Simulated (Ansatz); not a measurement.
# Worked example: correlation energy of GaSi, quartet

Geometry: a point of a stretch scan, not a stationary point.

```xyz
2

Si    0.0000    0.0000    0.0000
Ga    0.0000    0.0000    2.7000
```

Basis cc-pVDZ; Ansatz 0.2.0. Correlated methods freeze the noble-gas cores and the filled d shells of p-block atoms, which leaves 7 electrons in 26 orbitals. Prefix R: restricted or restricted open-shell reference. No spin–orbit coupling is included, and no scalar relativity.

Full CI is exact within this basis and frozen core; it isn't the basis-set limit.

Runs differ by some tens of microhartree through their thresholds and, for an open shell, their frozen cores, so steps under 0.03 kcal/mol mean nothing.

```csv
level,total energy (hartree)
RHF,-2212.092459
RMP2,-2212.190435
RCCSD,-2212.219096
RCCSD(T),-2212.224349
RCCSDT,-2212.225951
RCCSDT(Q),-2212.226349
full CI,-2212.226406
```

Problem. What is the correlation energy at full CI, and what share of it do RMP2 and RCCSDT recover?

Solution. E(corr) = -2212.226406 − (-2212.092459) = -0.133947 hartree = -3.645 eV. RMP2: -0.097976 / -0.133947 = 73.15 %. RCCSDT: -0.133492 / -0.133947 = 99.66 %.

Problem. By how many kcal/mol does RCCSD(T) miss full CI (1 hartree = 627.509 kcal/mol), and which steps make up the rest?

Solution. -2212.224349 − (-2212.226406) = 0.002057 hartree = 1.29 kcal/mol. Steps: RCCSDT − RCCSD(T) = -1.01, RCCSDT(Q) − RCCSDT = -0.25, full CI − RCCSDT(Q) = -0.04 kcal/mol. Differences between like states or geometries often cancel part of this.
